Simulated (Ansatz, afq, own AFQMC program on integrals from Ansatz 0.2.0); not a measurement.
**AlH₄, doublet in 6-31G, levels against full CI**

```xyz
5

Al   -0.0906    0.0002   -0.2009
H     0.6789    0.0027    3.0045
H    -0.4797   -0.0135    2.9600
H     1.1095    2.0929   -0.2857
H     1.1160   -2.0881   -0.3015
```

Basis 6-31G. Noble-gas cores (and the filled d shells of Ga–Kr and In–Xe) are frozen. Ansatz 0.2.0 and our own AFQMC program on the same integrals; the CISD trial comes from CCSD amplitudes, and released means the phaseless constraint is let go. ± is one standard error of the sampling.

Determinant: UHF, the one that the program's search chose, which needn't be the lowest solution. The geometry is a point of a scan.

Full CI on the same integrals is exact in this basis and with this determinant's frozen core.

Cautions: strong correlation (T1 0.069, weight of the determinant 0.78, largest double 0.11); unrestricted determinant spin contaminated (⟨S²⟩ 1.10 against 0.75); the released energy hasn't reached full CI (19 meV above it at 2.40 1/Eh), so no released level is given (meV from the phaseless value at times in 1/Eh: -1.8 ± 2.4 at 0.24, -6.2 ± 2.1 at 0.51, -10.0 ± 2.2 at 0.99, -15.2 ± 1.7 at 1.62, -15.8 ± 1.8 at 2.40).

* T1 diagnostic: 0.0691
* weight of the determinant in the CISD state: 0.783
* ⟨S²⟩ of the determinant: 1.102
* size of the correlated space: 7 electrons in 16 orbitals

Reference: full CI, correlation energy -2.769 eV. The cautions show a poor starting determinant, so the rows tell how each method copes with it here, and full CI is the sure value.

```csv
level,E − E(reference) (mEh),share of correlation (%)
HF,101.74,0.00
MP2,51.03,49.84
CCSD,2.70,97.34
CCSD(T),1.46,98.56
CCSDT,0.11,99.89
CCSDT(Q),0.04,99.96
CCSDTQ,0.00,100.00
ph-AFQMC/CISD,1.27 ± 0.10,98.75
```

CCSDT and higher add their correlation energy to the determinant of the CCSD(T) run, since their own runs factorise the integrals more tightly (a shift of under 2 meV).
